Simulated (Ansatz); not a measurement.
A made-up structure of C2H2B (charge +1), singlet:

```xyz
5
angstrom
B -1.1056 0.4401 -0.4210
C -0.3422 -0.6419 -0.0134
C 0.2014 0.6979 -0.0402
H 0.0739 -1.6021 0.2645
H -2.0804 0.6387 -0.9978
```

It is relaxed with PBE-D4/def2-SVP and then PBE0-D4/def2-TZVP (Ansatz 0.2.0). Atoms count as bonded within 1.22 times the sum of their covalent radii (H–H: 0.88 Å). The end point is not checked to be a true minimum.

Question: Does its bonding change? (Judge from chemistry; the calculation decides.)

Answer: Computed: Yes. Formed: none; broken: B1–C2.

Where it ends: The first stage lowers the energy by 3.60 eV in 15 steps. It ends as C₂H₂B ([BH][C][CH]), total charge +1:
B1  (-1.492, 0.791, -0.731)
C2  (0.190, -0.977, 0.248)
C3  (-0.589, -0.160, -0.206)
H4  (0.879, -1.701, 0.649)
H5  (-2.241, 1.580, -1.167)
(Å)

Labels in which every atom is bracketed show which atoms are joined, not bond orders.

For scale, one of the runs: PBE0-D4/def2-TZVP relaxation, 105 basis functions, launched by `ansatz run in.yaml --threads 2 --pin off --events-out ev --progress --plain --max-ram 4352MiB`. The run took about 4.2 s on 2 CPU threads of an Arm Neoverse V2 (shared host).
